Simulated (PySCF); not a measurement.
Molecule: SMILES C[P@@H+]1C=CCC1, [C$_{5}$H$_{10}$P]+.

Geometry (Å), atoms numbered from 1 in this order:
```xyz
16

C     2.2793    0.4148    0.1749
P     0.6954    0.0913   -0.6257
C    -0.5585    1.3362   -0.3924
C    -1.6711    0.7850    0.0980
C    -1.6907   -0.6848    0.3375
C    -0.2748   -1.2621    0.1148
H     2.9337   -0.4511    0.0689
H     2.1137    0.6201    1.2333
H     2.7549    1.2806   -0.2876
H     0.9436   -0.1322   -1.9674
H    -0.4155    2.3776   -0.6250
H    -2.5613    1.3555    0.3140
H    -2.4133   -1.1386   -0.3451
H    -2.0474   -0.8951    1.3470
H     0.1895   -1.5403    1.0648
H    -0.2849   -2.1479   -0.5213
```

Total charge +1.

Frames of a GFN2-xTB Langevin trajectory at 300 K; GIAO PBE0/pcSseg-1 shieldings in PySCF 2.14, gas phase, non-relativistic; equivalent atoms averaged within each frame.

Chemical shifts δ = σref − σ; 13C (186.93 ppm), 1H (31.72 ppm) vs TMS; 31P (318.38 ppm) vs H3PO4, all at this level. The references are static minima.

How do the shifts (ppm) fluctuate along the trajectory?

## Answers


```
         time (fs)     C4     C3    C5    C6    C1    P2   H12   H10   H11   H16
optimised geometry  179.1  112.7  40.0  19.7   9.7  10.5  8.01  6.77  6.15  3.05
               250  184.7  108.5  36.6  26.4  17.7  -3.0  8.59  6.20  5.89  4.23
               425  170.5  116.5  49.2  27.3   4.3  14.6  7.77  7.05  6.66  4.07
               625  179.7  116.2  44.5  16.8   3.2   4.5  8.16  6.98  6.54  2.83
               800  180.8  118.3  39.0  22.9  10.1   7.4  7.99  6.11  7.31  3.12
              1000  194.5  118.4  38.6  17.8  18.1   3.5  8.68  7.01  6.57  3.09
    mean of frames  182.0  115.6  41.6  22.2  10.7   5.4  8.24  6.67  6.59  3.47
standard deviation    8.7    4.1   5.2   4.8   7.1   6.4  0.39  0.47  0.51  0.63
```

5 frames give an uncertainty of the mean of about the standard deviation over 2.2 at best, since frames this close in time may not be independent; classical motion lacks zero-point vibration, and the reference would need the same averaging.
